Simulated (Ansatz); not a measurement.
Nickel, fcc: convergence with Methfessel-Paxton smearing

Computed with Ansatz, LDA, scalar-relativistic PAW, on the relaxed cell (a = 3.425 Å; ferromagnetic, net 0.58 μB per atom). Errors count from a run at 420 eV on a Γ-centred 26×26×26 mesh with Fermi-Dirac smearing of 0.05 eV, extrapolated to zero width. Fixed here: cutoff 420 eV, mesh 16×16×16.

| width (eV) | E(σ→0) error (meV/atom) | F error (meV/atom) | P (GPa) | sphere moment (μB) | SCF iterations |
| --- | --- | --- | --- | --- | --- |
| 0.01 | -1.8 | -1.8 | -0.65 | 0.59 | 13 |
| 0.03 | -1.8 | -1.8 | -0.65 | 0.59 | 12 |
| 0.1 | -2.0 | -1.9 | -0.62 | 0.60 | 14 |
| 0.2 | -1.6 | -1.6 | -0.57 | 0.60 | 14 |
| 0.3 | -1.8 | -1.9 | -0.40 | 0.62 | 13 |
| 0.6 | -0.6 | -2.9 | -0.26 | 0.62 | 19 |
| 1.0 | -5.6 | -24.8 | -1.46 | 0.00 | 24 |
